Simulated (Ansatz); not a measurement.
Input file:

```yaml
crystal:
  periodic: [false, false, false]
  atoms:
    - {symbol: Ga, position_ang: [0.000000, 0.230226, 1.196497]}
    - {symbol: Al, position_ang: [0.000000, 0.578079, -2.081776]}
    - {symbol: P, position_ang: [0.000000, -1.079166, -0.778166]}
    - {symbol: H, position_ang: [0.000000, 1.762314, -3.126240]}
basis:
  gaussian: {orbitals: cc-pVDZ}
correlation: {method: sc_nevpt2, electrons: outside_noble_gas, active_space: {window: {electrons: 8, orbitals: 8}}}
```

```sh
$ ansatz run in.yaml --threads 1 --pin off --events-out ev --progress --plain --max-ram 2393MiB
```

Question: Roughly how long does this take on 1 thread of Arm Neoverse V1, shared host, and how much host memory?

Answer: 41 s wall and 0.22 GiB.

```
740 factors; integrals over basis functions are off by at most 8.6e-4 eV
mean field evaluation 1: about -68202.1551 eV, gradient 1.9e1 eV
mean field evaluation 2: about -68202.1612 eV, gradient 1.9e1 eV
mean field evaluation 4: about -68203.9210 eV, gradient 1.9e0 eV
mean field evaluation 8: about -68203.9561 eV, gradient 1.9e-3 eV
mean field -68203.95605790 eV, -2506.4491548261 hartree, gradient 2.0e-6 eV, S^2 0.000000; 0 other end points of the search recorded, 0 dependent functions left out
reference -68203.95605790 eV, -2506.4491548261 hartree; 30, 30 occupied and 38, 38 virtual orbitals, 740 factors
state -68205.94751593 eV, -2506.5223395589 hartree
state -68205.94751593 eV, -2506.5223395589 hartree; corrected -68209.76991685 eV, -2506.6628102018 hartree
state -68205.89269616 eV, -2506.5203249692 hartree
state -68205.89269616 eV, -2506.5203249692 hartree; corrected -68209.92312805 eV, -2506.6684406093 hartree
state -68205.89269616 eV, -2506.5203249692 hartree; corrected -68209.92312805 eV, -2506.6684406093 hartree
state -68205.64514039 eV, -2506.5112274627 hartree
state -68205.64514039 eV, -2506.5112274627 hartree; corrected -68209.99206859 eV, -2506.6709741273 hartree
state -68205.64514039 eV, -2506.5112274627 hartree; corrected -68209.99206859 eV, -2506.6709741273 hartree
the orbitals are reached from a further start. From the first start the search ends at -68205.94741303 eV, -2506.5223357772 hartree
WARN: the results are in doubt because another end's mean lies 0.302 eV lower, and its corrected mean 0.222 eV higher
Total energy: -68209.99206859 eV, -2506.6709741273 hartree
In doubt: another end's mean lies 0.302 eV lower, and its corrected mean 0.222 eV higher
```

Natural occupations: 1.9977 1.9640 1.9440 1.9104 0.0594 0.0510 0.0369 0.0366.

For the same geometry and basis RCCSDT(Q) lies 1261.7 meV lower.
